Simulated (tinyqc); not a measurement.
CCSD on RHF in the sto-3g basis, frozen core, for H2O, spin multiplicity 1, step by step. One step of it, computed by the program tinyqc.

Problem. Integrals over molecular orbitals. (pq|rs) = sum C_ip C_jq C_kr C_ls (ij|kl), one index at a time.

coefficients C:
```
              MO1        MO2        MO3        MO4       MO5        MO6        MO7
1O 1s    0.994003  -0.232329   0.009715   0.095238  0.000000  -0.140497   0.029672
1O 2s    0.027613   0.820828  -0.052917  -0.500799  0.000000   0.958508  -0.239855
1O 2px   0.000000   0.000000   0.000000   0.000000  1.000000   0.000000   0.000000
1O 2py   0.000581   0.022087   0.594729  -0.010544  0.000000  -0.167929  -1.037628
1O 2pz   0.004221   0.127365   0.019522   0.826323  0.000000   0.652775  -0.127163
2H 1s   -0.006993   0.177593   0.427502   0.229945  0.000000  -0.695805   1.042504
3H 1s   -0.005978   0.150207  -0.438139   0.259894  0.000000  -0.943712  -0.688567
```

core Hamiltonian H = T + V (hartree):
```
             1O 1s      1O 2s     1O 2px     1O 2py     1O 2pz      2H 1s      3H 1s
1O 1s   -32.768030  -7.623957   0.000000  -0.002120  -0.017590  -2.074122  -1.768414
1O 2s    -7.623957  -9.376712   0.000000  -0.019479  -0.203281  -4.200164  -3.767417
1O 2px    0.000000   0.000000  -7.491735   0.000000   0.000000   0.000000   0.000000
1O 2py   -0.002120  -0.019479   0.000000  -7.691381  -0.009582  -2.376421   2.204218
1O 2pz   -0.017590  -0.203281   0.000000  -0.009582  -7.565921  -1.512480  -1.404432
2H 1s    -2.074122  -4.200164   0.000000  -2.376421  -1.512480  -5.353250  -1.550435
3H 1s    -1.768414  -3.767417   0.000000   2.204218  -1.404432  -1.550435  -5.079750
```

Two-electron integrals (ij|kl) in chemists' order, unique and non-zero (hartree):
```
(11|11) 4.785065    (21|11) 0.741380    (21|21) 0.136873    (22|11) 1.118947
(22|21) 0.256633    (22|22) 0.817206    (31|31) 0.024477    (32|31) 0.037809
(32|32) 0.180518    (33|11) 1.115814    (33|21) 0.256684    (33|22) 0.817023
(33|33) 0.880159    (41|41) 0.024477    (42|41) 0.037809    (42|42) 0.180518
(43|43) 0.047444    (44|11) 1.115814    (44|21) 0.256684    (44|22) 0.817023
(44|33) 0.785270    (44|44) 0.880159    (51|51) 0.024477    (52|51) 0.037809
(52|52) 0.180518    (53|53) 0.047444    (54|54) 0.047444    (55|11) 1.115814
(55|21) 0.256684    (55|22) 0.817023    (55|33) 0.785270    (55|44) 0.785270
(55|55) 0.880159    (61|11) 0.203905    (61|21) 0.037283    (61|22) 0.069312
(61|33) 0.069184    (61|41) 0.001444    (61|42) 0.002688    (61|44) 0.069468
(61|51) 0.000880    (61|52) 0.001639    (61|54) 0.000173    (61|55) 0.069290
(61|61) 0.010284    (62|11) 0.455831    (62|21) 0.105679    (62|22) 0.367920
(62|33) 0.362035    (62|41) 0.006681    (62|42) 0.049256    (62|44) 0.374660
(62|51) 0.004074    (62|52) 0.030036    (62|54) 0.007698    (62|55) 0.366730
(62|61) 0.029252    (62|62) 0.198558    (63|31) 0.011535    (63|32) 0.065383
(63|43) 0.010447    (63|53) 0.006370    (63|63) 0.029641    (64|11) 0.265123
(64|21) 0.062315    (64|22) 0.231817    (64|33) 0.221107    (64|41) 0.015034
(64|42) 0.095187    (64|44) 0.250009    (64|51) 0.002134    (64|52) 0.018174
(64|54) 0.011254    (64|55) 0.224085    (64|61) 0.018076    (64|62) 0.151993
(64|64) 0.144817    (65|11) 0.161669    (65|21) 0.037999    (65|22) 0.141359
(65|33) 0.134828    (65|41) 0.002134    (65|42) 0.018174    (65|44) 0.139712
(65|51) 0.012836    (65|52) 0.076466    (65|54) 0.013425    (65|55) 0.149385
(65|61) 0.011022    (65|62) 0.092684    (65|64) 0.070233    (65|65) 0.072468
(66|11) 0.567774    (66|21) 0.133753    (66|22) 0.529714    (66|33) 0.508159
(66|41) 0.011791    (66|42) 0.116168    (66|44) 0.554848    (66|51) 0.007190
(66|52) 0.070838    (66|54) 0.028470    (66|55) 0.525520    (66|61) 0.037426
(66|62) 0.346583    (66|64) 0.303504    (66|65) 0.185073    (66|66) 0.774606
(71|11) 0.173451    (71|21) 0.031736    (71|22) 0.059069    (71|33) 0.058957
(71|41) -0.001246   (71|42) -0.002325   (71|44) 0.059207    (71|51) 0.000759
(71|52) 0.001416    (71|54) -0.000152   (71|55) 0.059050    (71|61) 0.008601
(71|62) 0.024051    (71|64) 0.013483    (71|65) 0.009072    (71|66) 0.030290
(71|71) 0.007454    (72|11) 0.406428    (72|21) 0.094315    (72|22) 0.330702
(72|33) 0.325219    (72|41) -0.006019   (72|42) -0.045271   (72|44) 0.336990
(72|51) 0.003668    (72|52) 0.027585    (72|54) -0.007172   (72|55) 0.329589
(72|61) 0.025185    (72|62) 0.144812    (72|64) 0.075745    (72|65) 0.065900
(72|66) 0.209065    (72|71) 0.022265    (72|72) 0.163317    (73|31) 0.010055
(73|32) 0.057851    (73|43) -0.009495   (73|53) 0.005786    (73|63) 0.020579
(73|73) 0.023754    (74|11) -0.244196   (74|21) -0.057422   (74|22) -0.215053
(74|33) -0.205214   (74|41) 0.013281    (74|42) 0.085881    (74|44) -0.231708
(74|51) -0.001966   (74|52) -0.017080   (74|54) 0.010358    (74|55) -0.208000
(74|61) -0.014629   (74|62) -0.079343   (74|64) -0.021392   (74|65) -0.035212
(74|66) -0.100915   (74|71) -0.014177   (74|72) -0.129001   (74|74) 0.124521
(75|11) 0.148797    (75|21) 0.034989    (75|22) 0.131040    (75|33) 0.125045
(75|41) -0.001966   (75|42) -0.017080   (75|44) 0.129617    (75|51) 0.011253
(75|52) 0.068258    (75|54) -0.012281   (75|55) 0.138313    (75|61) 0.009772
(75|62) 0.067312    (75|64) 0.034429    (75|65) 0.050736    (75|66) 0.106527
(75|71) 0.008639    (75|72) 0.078605    (75|74) -0.061401   (75|75) 0.061168
(76|11) 0.156802    (76|21) 0.036621    (76|22) 0.136581    (76|33) 0.133910
(76|41) -0.000065   (76|42) -0.000710   (76|44) 0.137076    (76|51) 0.002331
(76|52) 0.019845    (76|54) -0.000168   (76|55) 0.138615    (76|61) 0.009994
(76|62) 0.070537    (76|64) 0.046161    (76|65) 0.037135    (76|66) 0.121913
(76|71) 0.008529    (76|72) 0.064736    (76|74) -0.044510   (76|75) 0.034928
(76|76) 0.030069    (77|11) 0.533884    (77|21) 0.125907    (77|22) 0.504714
(77|33) 0.484151    (77|41) -0.010760   (77|42) -0.110149   (77|44) 0.528690
(77|51) 0.006556    (77|52) 0.067118    (77|54) -0.027140   (77|55) 0.500688
(77|61) 0.033475    (77|62) 0.222149    (77|64) 0.102096    (77|65) 0.110751
(77|66) 0.331716    (77|71) 0.030016    (77|72) 0.308516    (77|74) -0.278418
(77|75) 0.169651    (77|76) 0.121913    (77|77) 0.774606
```

Give: one-electron integrals over orbitals h = C^T H C; Two-electron integrals over orbitals.

Solution.

one-electron integrals over orbitals h = C^T H C (hartree):
```
          1        2        3        4        5        6        7
1  -32.7499   0.5607  -0.0237  -0.2164   0.0000   0.3270  -0.0688
2    0.5607  -7.6985   0.0032   0.3706   0.0000  -1.3739   0.3256
3   -0.0237   0.0032  -6.4613  -0.0767   0.0000   0.3669   1.7039
4   -0.2164   0.3706  -0.0767  -7.1435   0.0000  -0.9428   0.0999
5    0.0000   0.0000   0.0000   0.0000  -7.4917   0.0000   0.0000
6    0.3270  -1.3739   0.3669  -0.9428   0.0000  -5.2525  -0.0743
7   -0.0688   0.3256   1.7039   0.0999   0.0000  -0.0743  -5.6420
```

Two-electron integrals over orbitals (pq|rs), unique and non-zero (hartree); the lowest 1 orbital is frozen and left out:
```
(22|22) 0.7271    (32|22) 0.0125    (32|32) 0.1488    (33|22) 0.6479
(33|32) -0.0076   (33|33) 0.6419    (42|22) 0.0101    (42|32) 0.0010
(42|33) 0.0072    (42|42) 0.1244    (43|22) 0.0063    (43|32) 0.0181
(43|33) 0.0022    (43|42) -0.0070   (43|43) 0.0437    (44|22) 0.6886
(44|32) -0.0046   (44|33) 0.6100    (44|42) -0.1041   (44|43) 0.0117
(44|44) 0.8182    (52|52) 0.1441    (53|52) -0.0045   (53|53) 0.0295
(54|52) -0.0430   (54|53) 0.0026    (54|54) 0.0557    (55|22) 0.7472
(55|32) -0.0019   (55|33) 0.6341    (55|42) -0.0586   (55|43) 0.0099
(55|44) 0.7453    (55|55) 0.8802    (62|22) 0.1367    (62|32) -0.0117
(62|33) 0.0712    (62|42) 0.0216    (62|43) 0.0059    (62|44) 0.1009
(62|55) 0.1583    (62|62) 0.0985    (63|22) -0.0354   (63|32) -0.0470
(63|33) -0.0181   (63|42) 0.0114    (63|43) -0.0274   (63|44) -0.0326
(63|55) -0.0410   (63|62) -0.0201   (63|63) 0.0813    (64|22) 0.0878
(64|32) 0.0129    (64|33) 0.0380    (64|42) -0.0102   (64|43) 0.0030
(64|44) 0.1040    (64|55) 0.0988    (64|62) 0.0593    (64|63) -0.0230
(64|64) 0.0563    (65|52) 0.0621    (65|53) -0.0067   (65|54) -0.0037
(65|65) 0.0398    (66|22) 0.6020    (66|32) -0.0341   (66|33) 0.5739
(66|42) 0.0608    (66|43) -0.0157   (66|44) 0.5454    (66|55) 0.5813
(66|62) 0.0851    (66|63) 0.0139    (66|64) 0.0371    (66|66) 0.5998
(72|22) -0.0329   (72|32) -0.0374   (72|33) -0.0127   (72|42) 0.0019
(72|43) 0.0295    (72|44) -0.0276   (72|55) -0.0370   (72|62) -0.0105
(72|63) -0.0313   (72|64) -0.0152   (72|66) -0.0193   (72|72) 0.0635
(73|22) -0.1358   (73|32) 0.0137    (73|33) -0.0929   (73|42) 0.0655
(73|43) -0.0039   (73|44) -0.1683   (73|55) -0.1851   (73|62) -0.0762
(73|63) 0.0164    (73|64) -0.0606   (73|66) -0.0411   (73|72) 0.0234
(73|73) 0.1433    (74|22) -0.0041   (74|32) 0.0705    (74|33) -0.0096
(74|42) -0.0030   (74|43) -0.0087   (74|44) -0.0109   (74|55) -0.0096
(74|62) -0.0134   (74|63) -0.0385   (74|64) 0.0051    (74|66) -0.0243
(74|72) -0.0147   (74|73) 0.0149    (74|74) 0.0610    (75|52) -0.0135
(75|53) -0.0229   (75|54) 0.0020    (75|65) -0.0031   (75|75) 0.0255
(76|22) -0.0062   (76|32) -0.1001   (76|33) 0.0131    (76|42) -0.0127
(76|43) -0.0387   (76|44) 0.0143    (76|55) 0.0059    (76|62) -0.0014
(76|63) 0.0653    (76|64) -0.0129   (76|66) 0.0350    (76|72) -0.0076
(76|73) -0.0220   (76|74) -0.0495   (76|76) 0.1104    (77|22) 0.6337
(77|32) 0.0398    (77|33) 0.6151    (77|42) -0.0134   (77|43) 0.0172
(77|44) 0.6207    (77|55) 0.6349    (77|62) 0.0698    (77|63) -0.0461
(77|64) 0.0433    (77|66) 0.5524    (77|72) -0.0156   (77|73) -0.0947
(77|74) 0.0160    (77|76) -0.0305   (77|77) 0.6421
```
